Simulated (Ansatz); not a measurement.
Write a Python script for Ansatz's Python interface that makes a relaxed scan of one distance of CH₂OS, SMILES OC=S. Level of theory (for the species named): PBE0, def2-SVP basis, multiplicity 1, D4 dispersion.

| atom | x (Å) | y (Å) | z (Å) |
| --- | --- | --- | --- |
| O | -0.8992 | -0.3065 | 0.1201 |
| C | 0.3612 | 0.0175 | 0.0560 |
| S | 1.3082 | -0.6274 | 1.2072 |
| H | -1.3545 | 0.1775 | -0.6208 |
| H | 0.6342 | 0.6653 | -0.8040 |

The script, `relaxed_scan_ch2os.py`:
```python
"""One bond of CH2OS held at set lengths while the rest relaxes."""

import warnings

import ansatz as az
import numpy as np


def main() -> None:
    warnings.simplefilter("ignore", az.DeckWarning)

    mol = (
        az.Crystal.molecule()
        .atom("O", (-0.8992, -0.3065, 0.1201))
        .atom("C", (0.3612, 0.0175, 0.056))
        .atom("S", (1.3082, -0.6274, 1.2072))
        .atom("H", (-1.3545, 0.1775, -0.6208))
        .atom("H", (0.6342, 0.6653, -0.804))
    )

    job = mol.calculation().basis(gaussian="def2-SVP").functional("PBE0", dispersion="d4")
    symbols = [site.symbol for site in mol.cartesian_sites]
    pairs = [(0, 1), (0, 3), (1, 2), (1, 4)]
    print("held (A)   E (eV)        ", "  ".join(f"{symbols[i]}{i}-{symbols[j]}{j}" for i, j in pairs))
    for length in [1.02, 1.11, 1.2, 1.33, 1.5]:
        summary = job.relax(constraints=[az.DistanceConstraint((1, 4), at=length)], force_tolerance=0.02, max_steps=60).run(threads=1).report
        xyz = np.array(summary["positions_ang"])
        print(f"{length:6.2f} {summary['free_energy_ev']:14.5f}  ", "  ".join(f"{np.linalg.norm(xyz[i] - xyz[j]):.3f}" for i, j in pairs))


if __name__ == "__main__":
    main()
```

```console
$ python relaxed_scan_ch2os.py
held (A)   E (eV)         O0-C1  O0-H3  C1-S2  C1-H4
  1.02   -13938.25481   1.330  0.967  1.614  1.020
  1.11   -13938.39631   1.328  0.966  1.612  1.110
  1.20   -13938.27719   1.326  0.967  1.610  1.200
  1.33   -13937.86405   1.321  0.966  1.605  1.330
  1.50   -13937.17085   1.314  0.967  1.597  1.500
```

Caveats:
- Total energies depend on the basis set; only differences at equal settings carry meaning.
- The energies are electronic: no zero-point or thermal terms, and the basis set is short of its limit.
- The script silences the warnings on its input, which a real study should read.
- It ran for 50 s on 1 thread of Arm Neoverse V1, on a shared host, peak memory 0.2 GiB.
